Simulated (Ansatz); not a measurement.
# H2N: geometry optimisation in Python

The task is a geometry optimisation, for H2N.

All numbers are computed with Ansatz 0.2.0, driven from Python. Level of theory: MP2/6-31G*.

## (1) The system

Bond lengths: H1–N2 1.044 Å, N2–H3 1.044 Å. Angles: H1–N2–H3 106.7°.

No structure file is read: the coordinates are typed or built in the script.

## (2) The code

h2n_opt.py reads:

```python
import itertools

import ansatz as az
from ase import Atoms
from ase.data import atomic_numbers, covalent_radii
import numpy as np

atoms = Atoms(["H", "N", "H"], positions=[
    [-0.8402, -0.1984, 0.0],
    [0.0047, 0.4156, 0.0],
    [0.8355, -0.2172, 0.0],
])
geometry = az.Crystal.molecule_from_ase(atoms)

calculation = geometry.calculation()
calculation = calculation.basis(gaussian="6-31G*").correlation("mp2")
calculation = calculation.spin("collinear", total=1)
symbols = [site.symbol for site in geometry.cartesian_sites]
start = np.array([site.position_ang for site in geometry.cartesian_sites], dtype=float)
def progress(event):
    if event["event"] == "relax_step":
        row = event["data"]
        print(f"step {row['step']:3d}  E = {row['lagrangian_ev']:.6f} eV  largest force component {row['allowed_force_max_ev_ang']:.4f} eV/A")


report = calculation.relax(force_tolerance=0.01).session().plan().execute(on_event=progress).report
end = np.array(report["positions_ang"])

for key in ("converged", "free_energy_ev", "reference_energy_ev", "n_frozen", "n_occupied", "n_virtual"):
    print(f"{key:22s} {report[key]}")

radius = [covalent_radii[atomic_numbers[s]] for s in symbols]
span = lambda where, i, j: np.linalg.norm(where[i] - where[j])
bonded = [(i, j) for i, j in itertools.combinations(range(len(symbols)), 2) if min(span(start, i, j), span(end, i, j)) < 1.2 * (radius[i] + radius[j])]
print("pair        before    after (A)")
for i, j in bonded:
    print(f"{symbols[i]}{i}-{symbols[j]}{j}".ljust(10), f"{span(start, i, j):8.4f} {span(end, i, j):8.4f}")
```

## (3) The run

Launch:

```sh
$ python h2n_opt.py
```

Q: Predict the main results. Wanted: total energy; dipole moment; <S²> of the mean field; moves of the relaxation; energy gained; last largest force component.

The runs gave:

| quantity | value |
| --- | --- |
| total energy | -1515.4254 eV |
| dipole moment | 2.12 D |
| <S²> of the mean field (pure state) | 0.758 (0.75) |
| moves of the relaxation | 3 |
| energy gained | 0.022 eV |
| last largest force component | 0.0029 eV/Å |

What this shows: The relaxation took 3 moves; the largest shift is 0.032 Å. Caveats:
- The end point is the stationary point reached from this start; no frequency run checks that it is a minimum, and the basis set is modest.
- The species is open-shell (spin multiplicity 2).
